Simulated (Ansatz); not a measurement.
The input, for Ansatz 0.2.0:

```yaml
crystal:
  periodic: [false, false, false]
  atoms:
    - {symbol: Cl, position_ang: [0.000000, 0.000000, -1.268333]}
    - {symbol: H, position_ang: [0.000000, 0.000000, -0.079333]}
    - {symbol: H, position_ang: [0.000000, 0.000000, 1.347667]}
basis:
  gaussian: {orbitals: cc-pVDZ}
magnetization: {spin_polarized: true, initial_magnetization: 1}
hamiltonian: {xc: {name: B2PLYP}}
correlation: {electrons: outside_noble_gas}
```

```sh
$ ansatz run in.yaml --threads 1 --pin off --events-out ev --progress --plain --max-ram 2816MiB --backend cpu
```

Output:

```
284 factors; integrals over basis functions are off by at most 1.5e-3 eV
mean field evaluation 1: about -12546.4840 eV, gradient 7.3e0 eV
mean field evaluation 2: about -12546.4924 eV, gradient 7.2e0 eV
mean field evaluation 4: about -12547.0009 eV, gradient 8.9e-1 eV
mean field evaluation 8: about -12547.0111 eV, gradient 2.1e-2 eV
mean field evaluation 16: about -12547.0111 eV, gradient 7.7e-6 eV
mean field -12547.01108817 eV, -461.0941528206 hartree, gradient 7.7e-6 eV, S^2 0.751606; 0 other end points of the search recorded, 0 dependent functions left out
5 core orbitals not correlated: weight in the atoms' cores, before any rotation towards them, 1.000 or more for the frozen orbitals, at most 0.000 for the correlated occupied ones
reference -12547.01119438 eV, -461.0941567237 hartree; 5, 4 occupied and 18, 19 virtual orbitals, 284 factors
second order -4.86969940 eV of doubles, -0.00000000 eV of singles
Total energy: -12548.32601321 eV, -461.1424754248 hartree
```

Ran on 1 thread of AMD EPYC 7R13, shared host: 0.46 s wall, 0.26 GiB peak host memory.
